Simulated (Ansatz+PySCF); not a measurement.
# singlet H2O: levels of theory in one basis

```xyz
3

O     0.0000    0.0000   -0.1197
H     0.0000    1.5084    1.0770
H     0.0000   -0.7542    0.4787
```

Basis set: 6-31G* (spherical functions). Correlated methods keep 1 orbital frozen. Charge 0, multiplicity 1.

Computed with Ansatz (development build ahead of 0.2.0); each method stands on the lowest determinant of its kind that the runs found. NEVPT2 correlates all electrons. Active spaces start from the frontier orbitals, and the lowest solution found is given.

```tsv
method	E − E(RHF) (eV)	<S²> of the determinant
RHF	0.00	0.00
UHF	-2.37	0.89
RHF-MP2	-6.25	–
UHF-MP2	-6.25	0.89
RHF-CCSD(T)	-7.22	–
UHF-CCSD(T)	-7.09	0.89
RHF-CCSDT(Q)	-7.26	–
full CI (lowest root of this spin)	-7.25	–
CASSCF(8,6)	-3.58	–
SC-NEVPT2(8,6)	-6.71	–
```

Task: What does RHF-CCSD give on the same scale?

Result: -6.96 eV.

At such a shape the full CI root can have another spatial symmetry than the determinants, so the rows needn't describe one state.

Task: Is a single determinant a sound starting point here?

Result: It is doubtful. Unrestricted orbitals lower Hartree–Fock by 2.37 eV and <S²> is 0.89 where a pure state has 0.00, a sign of strong static correlation. The CASSCF(8,6) natural occupations are 2.00, 2.00, 1.98, 1.62, 0.38, 0.03.

Caution for RHF, RHF-MP2, RHF-CCSD, RHF-CCSD(T), RHF-CCSDT(Q): an unrestricted determinant lies well below. Caution for UHF, UHF-MP2, UHF-CCSD(T): the unrestricted determinant is a mixture of spin states. Caution for RHF-MP2, UHF-MP2, RHF-CCSD, RHF-CCSD(T), UHF-CCSD(T), RHF-CCSDT(Q): large amplitudes, a single reference is doubtful. Caution for UHF-MP2, UHF-CCSD(T): a plain start can end on a higher determinant. Caution for RHF-CCSD(T), RHF-CCSDT(Q): the amplitudes may be one of several solutions. Caution for UHF-CCSD(T): another reference gives a lower total.
